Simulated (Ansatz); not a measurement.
**PH₂− (singlet): PBE, r2SCAN, PBE0, B3LYP, wB97M-V, B2PLYP, RPA-PBE over vertical spin and charge gaps, aug-cc-pVDZ**

Aim: run PH₂− (singlet) with these functionals over vertical spin and charge gaps, and hold them against the top wave-function level at the same points.

Computed with Ansatz 0.2.0, Gaussian basis. Level: aug-cc-pVDZ, all electrons in the functionals, frozen cores in the correlation of double hybrids and RPA.

To be run: PBE, r2SCAN, PBE0, B3LYP, wB97M-V, B2PLYP, RPA-PBE, at charge -1, singlet; charge -1, triplet; charge 0, doublet.

3 further runs of the same task are left out: 3 set aside as unsound or not needed.

## 1. The geometry

The geometry is a PBE0/def2-TZVPD stationary point (not a proven minimum).

3 atoms, charge -1, spin multiplicity 1.

Atoms are counted from 1 here; the program's logs count them from 0.

Bond lengths: P1–H2 1.436 Å, P1–H3 1.436 Å. Angles: H2–P1–H3 91.6°.

No dispersion term is added; wB97M-V holds VV10 nonlocal correlation. B3LYP takes the VWN-RPA correlation.

The geometry shown and the zero of energy belong to the point charge -1, singlet. The yardstick, RCCSDTQ, and other wave-function levels (R restricted, U unrestricted, valence and pair active spaces) come from earlier runs.

## 2. PBE, charge -1, singlet

Contents of in.yaml:

```yaml
crystal:
  periodic: [false, false, false]
  atoms:
    - {symbol: P, position_ang: [0.000000, -0.061164, 0.000000]}
    - {symbol: H, position_ang: [0.000000, 0.939781, -1.030106]}
    - {symbol: H, position_ang: [0.000000, 0.939781, 1.030106]}
basis:
  gaussian: {orbitals: aug-cc-pVDZ}
total_charge: -1
hamiltonian: {xc: {name: PBE}}
output: {orbitals: {seedname: orbitals}}
```

Launch:

```sh
$ ansatz run in.yaml --threads 1 --pin off --events-out ev --progress --plain --max-ram 4096MiB --backend cpu
```

After this run come: PBE, charge -1, triplet; PBE, charge 0, doublet; r2SCAN, charge -1, singlet; r2SCAN, charge -1, triplet; r2SCAN, charge 0, doublet; PBE0, charge -1, singlet; PBE0, charge -1, triplet; PBE0, charge 0, doublet; B3LYP, charge -1, singlet; B3LYP, charge -1, triplet; B3LYP, charge 0, doublet; wB97M-V, charge -1, singlet; wB97M-V, charge -1, triplet; wB97M-V, charge 0, doublet; B2PLYP, charge -1, singlet; B2PLYP, charge -1, triplet; B2PLYP, charge 0, doublet; RPA-PBE, charge -1, singlet; RPA-PBE, charge -1, triplet; RPA-PBE, charge 0, doublet.

**Question.** What will the summary of the whole plan be? Wanted: singlet to triplet, RCCSDTQ; removing an electron; largest miss, PBE; largest miss, r2SCAN; largest miss, PBE0; largest miss, B3LYP; largest miss, wB97M-V; largest miss, B2PLYP; largest miss, RPA-PBE.

The runs gave:

```
                               quantity                                          value
            singlet to triplet, RCCSDTQ                                   171.6 kJ/mol
removing an electron (doublet), RCCSDTQ                                   101.3 kJ/mol
                      largest miss, PBE  +17.3 kJ/mol (removing an electron (doublet))
                   largest miss, r2SCAN   +7.6 kJ/mol (removing an electron (doublet))
                     largest miss, PBE0   +9.7 kJ/mol (removing an electron (doublet))
                    largest miss, B3LYP  +18.9 kJ/mol (removing an electron (doublet))
                  largest miss, wB97M-V              +31.6 kJ/mol (singlet to triplet)
                   largest miss, B2PLYP               +7.2 kJ/mol (singlet to triplet)
                  largest miss, RPA-PBE  +19.0 kJ/mol (removing an electron (doublet))
                 largest miss, RCCSD(T)   -0.6 kJ/mol (removing an electron (doublet))
                 largest miss, UCCSD(T)   -0.6 kJ/mol (removing an electron (doublet))
```

Of the functionals, B2PLYP keep the smallest largest miss at the points compared (at most 7.2 kJ/mol) and wB97M-V strays most (31.6 kJ/mol, at singlet to triplet). Functionals and the yardstick converge differently with the basis, so part of each miss in aug-cc-pVDZ is the basis.
